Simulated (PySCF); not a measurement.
Gas-phase thermal properties of CHCl₂

Computed with PySCF (xtb for GFN2) and rigid-rotor harmonic-oscillator thermochemistry at 1 bar. 6-31G* has spherical d functions here. Open shells (unrestricted): CHCl₂ (multiplicity 2). GFN2 has no spin-polarisation term. B3LYP is the form with VWN-RPA correlation. CHCl₂: computed as isolated molecules; such fragments, hydroxides, amides, oligomers or adducts are transient or little studied in the gas. The harmonic model lacks anharmonicity and excited electronic states, which grow with temperature; levels with a mode under 35 cm⁻¹ are left out.

```
level           point group  σ  ZPE (kJ/mol)  S°298 (J/mol/K)  Cp298 (J/mol/K)  S°1000 (J/mol/K)  H1000 − H298 (kJ/mol)
--------------  -----------  -  ------------  ---------------  ---------------  ----------------  ---------------------
B3LYP/6-31G*             Cs  1          41.5            281.2             51.6             357.4                   45.6
GFN2-xTB                 Cs  1          38.9            281.9             52.7             359.4                   46.4
HF/6-31G*                Cs  1          44.8            279.1             49.3             353.3                   44.5
PBE/def2-SVP             Cs  1          39.9            282.3             52.5             359.4                   46.1
PBE0/def2-TZVP           Cs  1          41.1            281.7             52.0             358.1                   45.7
```
σ: rotational symmetry number. Electronic degeneracy used: 2. Frequencies are unscaled.
